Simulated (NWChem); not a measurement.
# NH2 (SMILES [NH2]): levels of theory compared

We compute a comparison of 6 runs (UHF/STO-3G, UB3LYP/6-31G*, UBP86/def2-SVP, UCAM-B3LYP/def2-SVPD, UPBE/cc-pVTZ, UCCSD/6-31+G*) of NH2. 

Program for the calculation: NWChem 7.3.0.

### 1 The molecule

The species is NH2 (3 atoms), meant as a doublet with charge 0. As SMILES, `[NH2]`. Geometry: relaxed at GFN2-xTB.

Bond lengths: N1–H2 1.014 Å, N1–H3 1.014 Å. Angles: H2–N1–H3 110.0°.

### 2 Energy and forces at UHF/STO-3G (run 1)

h2n.nw reads:

```
start h2n
title "H2N"
memory 2200 mb
geometry units atomic noautosym nocenter noautoz
 N    0.58048607  -0.34432700   0.28618012
 H    0.29400359   1.55006675   0.33030523
 H   -0.87448966  -1.20572086  -0.61646646
end
basis spherical bse
 * library STO-3G
end
scf
 nopen 1
 uhf
 thresh 1e-08
 maxiter 80
 noprint "final vectors analysis"
end
task scf gradient
```

Started as:

```bash
nwchem h2n.nw > h2n.out
```

Output:

```text
[...]
  functions       =     7
[...]
  wavefunction    = UHF
[...]
         Total SCF energy =    -54.832831451597
      One electron energy =    -89.778608023437
      Two electron energy =     27.322527928432
 Nuclear repulsion energy =      7.623248643408
                       Sz =      0.5000
                 Sz(Sz+1) =      0.7500
                      S^2 =      0.7570
[...]
                         UHF ENERGY GRADIENTS
    atom               coordinates                        gradient
                 x          y          z           x          y          z
   1 N       0.580486  -0.344327   0.286180   -0.061129   0.036421  -0.030119
   2 H       0.294004   1.550067   0.330305    0.022481  -0.037395   0.008497
   3 H      -0.874490  -1.205721  -0.616466    0.038648   0.000974   0.021622
[...]
```

It took 0.93 s on 1 thread of AMD EPYC 7R13 (Zen 3), shared host; peak memory 0.099 GiB.

### 3 Energy and gradient at UB3LYP/6-31G(d) (spherical functions) (run 2)

job.nw reads:

```
start job
title "H2N gradient"
memory total 2200 mb

geometry units angstrom noautosym nocenter noautoz
  N     0.307180   -0.182210    0.151440
  H     0.155580    0.820260    0.174790
  H    -0.462760   -0.638040   -0.326220
end

basis spherical bse
  N library 6-31G*
  H library 6-31G*
end

dft
  xc b3lyp
  mult 2
  grid xfine
  convergence energy 1e-08
  maxiter 100
  mulliken
  print low
end

task dft gradient
```

Started as:

```bash
nwchem job.nw > job.out
```

Output:

```text
[...]
 d= 0,ls=0.0,diis     1    -55.8541576671 -6.35D+01  8.61D-03  3.31D-02     0.3
[...]
 d= 0,ls=0.0,diis     8    -55.8691444364 -6.76D-10  1.23D-06  8.28D-11     1.9
[...]
         Total DFT energy =      -55.869144436388
      One electron energy =      -90.377796282012
           Coulomb energy =       34.506468844940
    Exchange-Corr. energy =       -7.621066191819
 Nuclear repulsion energy =        7.623249192502
[...]
      Total Density - Mulliken Population Analysis
     ---------------------------------------------
    Atom       Charge   Shell Charges
 -----------   ------   -------------------------------------------------------
    1 N    7     7.61   2.00  0.84  2.29  1.00  1.45  0.03
    2 H    1     0.69   0.52  0.18
    3 H    1     0.69   0.52  0.18
[...]
      <S2> =      0.7527 (Exact =     0.7500)
                         DFT ENERGY GRADIENTS
    atom               coordinates                        gradient
                 x          y          z           x          y          z
   1 N       0.580486  -0.344327   0.286180   -0.023970   0.014328  -0.011805
   2 H       0.294004   1.550067   0.330305    0.010634  -0.010431   0.004799
   3 H      -0.874490  -1.205721  -0.616466    0.013335  -0.003897   0.007006
 Task  times  cpu:        2.2s     wall:        2.2s
 Total times  cpu:        2.2s     wall:        2.2s
```

It took 3.3 s on 1 thread of AMD EPYC 7R13 (Zen 3), shared host; peak memory 0.11 GiB.

Runs 3 to 5 aren't shown in full; the table further down has their settings and results.

### 4 A single-point energy at UCCSD/6-31+G(d) (spherical functions) (run 6)

run.py reads:

```python
from ase import Atoms
from ase.calculators.nwchem import NWChem

molecule = Atoms(['N', 'H', 'H'], positions=[
    [0.307180, -0.182210, 0.151440],
    [0.155580, 0.820260, 0.174790],
    [-0.462760, -0.638040, -0.326220],
])

calc = NWChem(
    label='a',
    theory='tce',
    memory='2200 mb',
    basis='6-31+G*',
    basispar='spherical bse',
    scf={'nopen': '1', 'uhf': None, 'thresh': '1e-08', 'maxiter': '80'},
    tce={'scf': None, 'ccsd': None, 'freeze': 'core 1', 'maxiter': '60'},
    task='energy',
)
molecule.calc = calc

e = molecule.get_potential_energy()
print(f"E = {e:.6f} eV")
```

Started as:

```bash
export ASE_NWCHEM_COMMAND="nwchem PREFIX.nwi > PREFIX.nwo"
python run.py
```

Output:

```text
E = -1516.008563 eV
```

The calculator wrote a.nwi:

```
title "a"

permanent_dir a

scratch_dir a

start a

geometry units angstrom nocenter noautosym noautoz
  N  3.0718000000000001e-01 -1.8221000000000001e-01 1.5143999999999999e-01
  H  1.5558000000000000e-01 8.2025999999999999e-01 1.7479000000000000e-01
  H  -4.6276000000000000e-01 -6.3804000000000005e-01 -3.2622000000000001e-01
end

memory 2200 mb

basis spherical bse noprint
   * library 6-31+G*
end

scf
  nopen 1
  uhf
  thresh 1e-08
  maxiter 80
end
tce
  scf
  ccsd
  freeze core 1
  maxiter 60
end

task tce energy
```

a.nwo:

```text
Northwest Computational Chemistry Package (NWChem) 7.3.0
             --------------------------------------------------------

           Job information
           ---------------

    nwchem branch   = 7.3.0
    use scalapack   = T
    input           = a.nwi
    prefix          = a.
    data base       = a/a.db
    status          = startup
    nproc           =        1

           Memory information
           ------------------

[... 5 lines left out ...]
    hardfail = no
[... 113 lines left out ...]
         Quadratically convergent UHF
[... 17 lines left out ...]
         Total SCF energy =    -55.559663583198
[... 2 lines left out ...]
 Nuclear repulsion energy =      7.623249192502
[... 47 lines left out ...]
                    UHF Final Alpha Molecular Orbital Analysis
[... 442 lines left out ...]
 CCSD total energy / hartree       =       -55.712287565778666
[... 1 line left out ...]
 Singles contributions

 Doubles contributions

 Task  times  cpu:        0.5s     wall:        0.5s
 Total times  cpu:        0.5s     wall:        0.5s
```

It took 2 s on 1 thread of AMD EPYC 7R13 (Zen 3), shared host; peak memory 0.1 GiB.

### 5 The series

```csv
run,level,iteration cap,module,energy (Eh),dipole moment (D),⟨S²⟩,largest force (eV/Å),wall time
1,UHF/STO-3G,80,scf,-54.832831,1.79,0.757,3.973,0.93 s
2,UB3LYP/6-31G* (spherical functions),100,dft,-55.869144,–,0.753,1.559,3.3 s
3,UBP86/def2-SVP,100,dft,-55.825010,1.83,0.752,2.208,4.2 s
4,UCAM-B3LYP/def2-SVPD,100,dft,-55.812228,1.77,0.753,1.172,6.3 s
5,UPBE/cc-pVTZ,100,dft,-55.825196,1.72,0.753,1.646,9.6 s
6,UCCSD/6-31+G* (spherical functions),80,tce,-55.712288,–,0.759,–,2 s
```

### 6 Results

```
                                                         quantity         value
                                              run 6: total energy  -55.71229 Eh
run 6: HOMO energy (Hartree–Fock orbitals) (highest over α and β)     -12.24 eV
 run 6: LUMO energy (Hartree–Fock orbitals) (lowest over α and β)       2.13 eV
                run 6: correlation energy (1 core orbital frozen)    -152.6 mEh
                         run 6: ⟨S²⟩ of the reference determinant         0.759
```

Over runs 1, 3, 4, 5 the dipole moment (its size) runs from 1.72 D (UPBE/cc-pVTZ) to 1.83 D (UBP86/def2-SVP). The two ends differ in method and basis. Totals of different functionals can't be ranked against each other. In run 1 the basis is minimal, so the values are rough. All runs together took 26 s, the longest 9.6 s.
